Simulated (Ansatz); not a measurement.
# SiNH (singlet): wave-function methods side by side at distance Si1–N2 = 1.258 Å, 6-31G

Aim: climb from Hartree-Fock through coupled cluster and multireference methods for SiNH (singlet) at one geometry and basis, and see what each rung misses.

Program: Ansatz 0.2.0, Gaussian basis. Level of theory: 6-31G, core rule «outside noble gas», up to 6 orbitals frozen. These are calculated values, not measurements.

Plan: UHF; CCSD(T) on RHF; BCCD(T) on RHF; CISD; CCSDT(Q) on RHF; CISDTQ; CCSDTQ on RHF; CASSCF and MRCISD+Q, 2 electrons in 2 orbitals; CASSCF and NEVPT2, 2 electrons in 2 orbitals; CASSCF and MRCISD+Q, 10 electrons in 9 orbitals; CASSCF and NEVPT2, 10 electrons in 9 orbitals; Full CI.

19 further runs of the same task are left out: 18 that didn't finish, 1 set aside as unsound or not needed.

**1. The geometry**

The geometry derives from a PBE0/def2-TZVP stationary point (not a proven minimum). One bond is set to the value named and the two fragments are kept rigid.

3 atoms, charge 0, spin multiplicity 1.

Atoms are counted from 1 here; the program's logs count them from 0.

Bond lengths: Si1–N2 1.258 Å, N2–H3 1.000 Å. Angles: Si1–N2–H3 180.0°.

**2. UHF**

The input, in.yaml:

```yaml
crystal:
  periodic: [false, false, false]
  atoms:
    - {symbol: Si, position_ang: [0.000000, 0.000000, 1.171872]}
    - {symbol: N, position_ang: [0.000000, 0.000000, -0.086128]}
    - {symbol: H, position_ang: [0.000000, 0.000000, -1.085744]}
basis:
  gaussian: {orbitals: 6-31G}
magnetization: {spin_polarized: true, initial_magnetization: 0}
hamiltonian: {xc: hf}
output: {orbitals: {seedname: orbitals}}
```

Started as:

```sh
$ ansatz run in.yaml --threads 1 --pin off --events-out ev --progress --plain --max-ram 2393MiB
```

Further steps of the session: CCSD(T) on RHF; BCCD(T) on RHF; CISD; CCSDT(Q) on RHF; CISDTQ; CCSDTQ on RHF; CASSCF and MRCISD+Q, 2 electrons in 2 orbitals; CASSCF and NEVPT2, 2 electrons in 2 orbitals; CASSCF and MRCISD+Q, 10 electrons in 9 orbitals; CASSCF and NEVPT2, 10 electrons in 9 orbitals; Full CI.

Q: Predict the results of all the runs planned. Wanted: FCI below the RHF energy; RMP2 from FCI; RCCSD from FCI; RCCSD(T) from FCI; RCCSDT(Q) from FCI; NEVPT2 pair from FCI; NEVPT2 valence from FCI; MRCISD+Q valence from FCI; T1 diagnostic.

**Answer**, as computed:

| quantity | value |
| --- | --- |
| FCI below the RHF energy | -4.5205 eV |
| RMP2 from FCI | +9.01 kcal/mol |
| RCCSD from FCI | +3.46 kcal/mol |
| RCCSD(T) from FCI | +0.58 kcal/mol |
| RCCSDT(Q) from FCI | -0.03 kcal/mol |
| NEVPT2 pair from FCI | +7.39 kcal/mol |
| NEVPT2 valence from FCI | +10.05 kcal/mol |
| MRCISD+Q valence from FCI | +1.52 kcal/mol |
| levels within 1 kcal/mol (43 meV) | RCCSD(T), BCCD(T), RCCSDT, CISDTQ, RCCSDT(Q), RCCSDTQ |
| T1 diagnostic | 0.018 |
| effectively unpaired electrons | 0.06 |

RCCSD(T) lands +0.58 kcal/mol from the yardstick (0.6 % of the correlation energy). One determinant dominates. Of the multireference levels listed MRCISD+Q valence comes nearest in total energy (+1.52 kcal/mol), which doesn't show that its space is the better one. These misses are within one basis, not against nature.
